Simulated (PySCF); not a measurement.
One ligand Y is varied and pulled off as a radical: Cd(F)1–Y. Isolated molecules, 0 K electronic values unless said otherwise. One relaxed conformer stands for each flexible species; it need not be the lowest. Multiplicities are imposed; where one is given, others were not computed. Strings in code marks are SMILES.

The highest occupied spin orbital from two functionals at the same geometries (BP86-D3(BJ)/def2-SVP), both in PySCF: PBE-D3(BJ)/def2-TZVP and B3LYP-D3(BJ)/def2-TZVP. B3LYP has the VWN-RPA correlation part, as in Gaussian. 

```csv
species,PBE-D3(BJ)/def2-TZVP (eV),B3LYP-D3(BJ)/def2-TZVP (eV)
free radical OH,-7.14,-8.82
free radical NH2 (`[NH2]`),-7.20,-8.57
free radical CH3 (`[CH3]`),-5.38,-6.45
free radical OCH3 (`C[O]`),-5.96,-7.50
free radical N(CH3)2,-5.57,-6.88
free radical SH (`[SH]`),-6.12,-7.17
```

Over these rows, drawn at random from the members with no instability flagged (it was tested for open shells, ions and some series alone), PBE minus B3LYP-D3(BJ): mean +1.34 eV, from +1.05 eV to +1.68 eV.
